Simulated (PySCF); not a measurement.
Reproducing measurements on cyclopropane

**The experiment to reproduce.**

From NIST CCCBDB Release 22 (SRD 101), experimental polarizabilities, for the gas: mean polarisability 5.64 Å³.

The runs below try to reproduce these values; the comparison stands at the end.

Cyclopropane, C3H6.
Numbering: `[CH2:1]1[CH2:2][CH2:3]1` (hydrogens: H4, H5 on C1; H6, H7 on C2; H8, H9 on C3)

Cartesian coordinates in Å at the GFN2-xTB level; atoms count from 1:
```xyz
9
C3H6 angstrom
C     -0.752   -0.422    0.016
C      0.740   -0.426    0.136
C      0.017    0.850   -0.159
H     -1.338   -0.546    0.914
H     -1.196   -0.876   -0.856
H      1.175   -0.554    1.115
H      1.315   -0.882   -0.656
H     -0.044    1.596    0.618
H      0.097    1.266   -1.152
```

The PySCF runs (gas phase, on this GFN2-xTB geometry; no spin–orbit coupling):

```csv
level,job,basis functions,wall time
PBE0/def2-SVPD,"8 singlets by full TDDFT, 3 Tamm–Dancoff triplets, polarisability",108,3.7 s
```

Hardware: one thread, x86-64 server, shared host.

## Comparison

**Mean polarisability.** Measured: 5.64 Å³ (NIST CCCBDB Release 22 (SRD 101), experimental polarizabilities).

```json
{"level": "PBE0/def2-SVPD", "computed (Å³)": "5.19", "computed − measured (Å³)": "-0.45", "% (from the printed values)": "-8"}
```

The computed values are static and purely electronic, with core orbitals frozen in the response (1 au = 0.148185 Å³). The table of measured values doesn't say here whether a value is static or optical, or holds a vibrational part.

No measured geometry was used, and the causes of the misses weren't examined.
